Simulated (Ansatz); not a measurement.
# AlH− (doublet): the correlation ladder at distance Al1–H2 = 1.357 Å, aug-cc-pVDZ

Aim: climb from Hartree-Fock through coupled cluster and multireference methods for AlH− (doublet) at one geometry and basis, and see what each rung misses.

Computed with Ansatz 0.2.0, Gaussian basis. Level: aug-cc-pVDZ, core rule «outside noble gas», up to 5 orbitals frozen.

Plan: UHF; CCSD(T) on ROHF; CCSD(T) on UHF; BCCD(T) on ROHF; CISD; CCSDT(Q) on ROHF; CCSDT(Q) on UHF; CASSCF and MRCISD+Q, 3 electrons in 3 orbitals; CASSCF and NEVPT2, 3 electrons in 3 orbitals; CASSCF and MRCISD+Q, 5 electrons in 5 orbitals; CASSCF and NEVPT2, 5 electrons in 5 orbitals; Full CI.

19 further runs of the same task are left out: 11 that didn't finish, 8 set aside as unsound or not needed.

## (1) The system

The geometry derives from a PBE0/def2-TZVPD stationary point (not a proven minimum). One bond is set to the value named and the two fragments are kept rigid.

2 atoms, charge -1, spin multiplicity 2.

Atoms are counted from 1 here; the program's logs count them from 0.

Bond lengths: Al1–H2 1.357 Å.

## (2) UHF

Input file in.yaml:

```yaml
crystal:
  periodic: [false, false, false]
  atoms:
    - {symbol: Al, position_ang: [0.000000, 0.000000, 0.000000]}
    - {symbol: H, position_ang: [0.000000, 0.000000, 1.357000]}
basis:
  gaussian: {orbitals: aug-cc-pVDZ}
total_charge: -1
magnetization: {spin_polarized: true, initial_magnetization: 1}
hamiltonian: {xc: hf}
output: {orbitals: {seedname: orbitals}}
```

On the command line:

```bash
ansatz run in.yaml --threads 1 --pin off --events-out ev --progress --plain --max-ram 2393MiB
```

The runs that follow: CCSD(T) on ROHF; CCSD(T) on UHF; BCCD(T) on ROHF; CISD; CCSDT(Q) on ROHF; CCSDT(Q) on UHF; CASSCF and MRCISD+Q, 3 electrons in 3 orbitals; CASSCF and NEVPT2, 3 electrons in 3 orbitals; CASSCF and MRCISD+Q, 5 electrons in 5 orbitals; CASSCF and NEVPT2, 5 electrons in 5 orbitals; Full CI.

**Question.** What will the summary of the whole plan be? Wanted: FCI below the RHF energy; RMP2 from FCI; UMP2 from FCI; RCCSD from FCI; RCCSD(T) from FCI; UCCSD(T) from FCI; RCCSDT(Q) from FCI; UCCSDT(Q) from FCI; NEVPT2 pair from FCI.

The runs gave:

| quantity | value |
| --- | --- |
| FCI below the RHF energy | -2.4487 eV |
| RMP2 from FCI | +67.4 kJ/mol |
| UMP2 from FCI | +68.3 kJ/mol |
| RCCSD from FCI | +8.4 kJ/mol |
| RCCSD(T) from FCI | +2.4 kJ/mol |
| UCCSD(T) from FCI | +2.3 kJ/mol |
| RCCSDT(Q) from FCI | +0.1 kJ/mol |
| UCCSDT(Q) from FCI | 0.0 kJ/mol |
| NEVPT2 pair from FCI | +61.4 kJ/mol |
| MRCISD+Q pair from FCI | -0.1 kJ/mol |
| NEVPT2 valence from FCI | +65.0 kJ/mol |
| levels within 1 kcal/mol (43 meV) | RCCSD(T), UCCSD(T), BCCD(T), RCCSDT, UCCSDT, RCCSDT(Q), UCCSDT(Q), MRCISD+Q pair, MRCISD+Q valence |
| T1 diagnostic | 0.033 |
| effectively unpaired electrons | 1.11 |

RCCSD(T) misses by +2.4 kJ/mol, 1.0 % of the correlation energy. One determinant dominates. Of the multireference levels listed MRCISD+Q valence comes nearest in total energy (-0.1 kJ/mol), which doesn't show that its space is the better one. Coupled cluster took another determinant than the lowest Hartree-Fock one. These misses are within one basis, not against nature; the frozen cores of restricted and unrestricted runs differ, which can shift their rows.
